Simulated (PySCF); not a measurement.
**Adding and removing an electron: LiS**

r²SCAN; PySCF, no relativity, basis sets Li def2-TZVP, S def2-TZVP. Neutral (UKS): doublet (π ↑), Re = 2.158 Å, ωe = 577 cm⁻¹, De = 3.18 eV, HOMO -4.56 eV, LUMO -3.51 eV.

LiS⁺ (UKS): triplet (π ↑↑), Re = 2.478 Å, ωe = 335 cm⁻¹, De = 0.75 eV to Li⁺ + S. The energies at the minima are -405.68016 hartree for LiS and -405.39265 for LiS⁺.

Q: Work out the adiabatic ionisation energy, without and with harmonic zero-point energies (1 hartree = 27.2114 eV, 1 eV = 8065.5 cm⁻¹), and the change of the bond length.

A: At r²SCAN: 0.28751 hartree = 7.824 eV between the minima; the zero-point term (335.0 − 577.0)/2 cm⁻¹ = -0.015 eV makes it 7.809 eV. Re changes by +32.0 pm against the neutral. The electron leaves a π orbital, and the ion is left as a loose complex of an ion and an atom.

For an ion De counts to the pair picked by the measured ionisation energies or electron affinities, which need not be the lowest pair at this level. States were picked by a PBE0 search and need not be the measured ground states.
